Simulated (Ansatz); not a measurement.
CH$_{3}$FNP, SMILES `F/C=N/P`, 7 atoms. The species carries charge 0 and has multiplicity 1. All runs use 2 threads of an INTEL XEON PLATINUM 8581C on a shared host. Correlated methods freeze the cores. Open-shell runs search over several starts.

(1) Give the basis size and wall time and peak host memory of each of these runs in Ansatz. RHF-MP2/def2-QZVPP energy; RKS PBE0-D4/def2-SVP energy; RKS ωB97M-V/def2-QZVPP energy; UKS B3LYP-D4/def2-TZVPP energy of the cation; RHF-CCSD(T)/def2-TZVPP energy; RKS PBE0-D4/def2-TZVP relaxation (7 steps); RKS SPW92 (LDA)/def2-TZVPP energy; UKS r2SCAN-D4/def2-TZVPP energy of the cation; UKS B2PLYP (frozen core)/def2-TZVPP energy of the cation; RHF-CCSD(T)/def2-SVP energy; RKS r2SCAN-D4/def2-TZVPP energy and forces; RKS PBE0-D4/def2-TZVP frequencies. (Estimate.)

Results:

(1) Ansatz gave: Other jobs shared the machine, so times are rough.

| level | job | functions | wall time | peak host memory (GiB) |
| --- | --- | --- | --- | --- |
| RKS PBE0-D4/def2-SVP | energy | 75 | 0.55 s | 0.14 |
| RKS SPW92 (LDA)/def2-TZVPP | energy | 177 | 0.7 s | 0.18 |
| RHF-CCSD(T)/def2-SVP | energy | 75 | 1.1 s | 0.22 |
| RKS r2SCAN-D4/def2-TZVPP | energy and forces | 177 | 2.1 s | 0.21 |
| UKS B3LYP-D4/def2-TZVPP | energy of the cation | 177 | 2.4 s | 0.43 |
| UKS r2SCAN-D4/def2-TZVPP | energy of the cation | 177 | 3.3 s | 0.27 |
| UKS B2PLYP (frozen core)/def2-TZVPP | energy of the cation | 177 | 6.5 s | 0.45 |
| RKS ωB97M-V/def2-QZVPP | energy | 331 | 8 s | 0.91 |
| RHF-MP2/def2-QZVPP | energy | 331 | 11 s | 1.2 |
| RKS PBE0-D4/def2-TZVP | relaxation (7 steps) | 148 | 11 s | 0.3 |
| RHF-CCSD(T)/def2-TZVPP | energy | 177 | 22 s | 1.7 |
| RKS PBE0-D4/def2-TZVP | frequencies | 148 | 41 s | 0.29 |

B3LYP here is the variant with VWN-RPA as its local correlation; programs differ in this.
